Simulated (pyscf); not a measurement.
Structures and frequencies: ωB97X-D3(BJ)/def2-SVP in PySCF.

Question: For H₃C–Zn–SH + H₂Se → H₃C–Zn–SeH + H₂S, a four-centre exchange (singlet surface; S–Zn, H–Se broken, Se–Zn, H–S formed), PBE/def2-TZVP gives ΔE‡ = 2.3 kcal/mol and ΔE = -3.3 kcal/mol (zero: the separated reactants). In which direction and how far do B3LYP-D3(BJ)/def2-TZVP, M06-2X/def2-TZVP, ωB97M-D3(BJ)/def2-TZVP move these?

Answer: B3LYP-D3(BJ): ΔE‡ = 4.9 kcal/mol, ΔE = -3.8 kcal/mol; M06-2X: ΔE‡ = 4.2 kcal/mol, ΔE = -4.8 kcal/mol; ωB97M-D3(BJ): ΔE‡ = 8.5 kcal/mol, ΔE = -3.6 kcal/mol. PBE's barrier lies under all of them, by 1.9 to 6.2 kcal/mol. Its reaction energy lies over all of them, by 0.3 to 1.5 kcal/mol. On the reactant side the descent ends in an adduct with a Se–Zn contact, 9.1 kcal/mol under the separated species and 13.2 kcal/mol under the saddle at ωB97X-D3(BJ)/def2-TZVP. On the product side the descent ends in a bound adduct (not fully relaxed), 8.7 kcal/mol under the separated species and 17.4 kcal/mol under the saddle at ωB97X-D3(BJ)/def2-TZVP. What is counted as formed (Se–Zn) is already present as a longer contact in the reactant adduct; forming that adduct is a step of its own. At ωB97X-D3(BJ) the barrier from the zero used here is 4.0 kcal/mol. This is the saddle that the search found; another between the same sides may lie lower. Elements up to Kr have no core potential and no relativistic terms here.
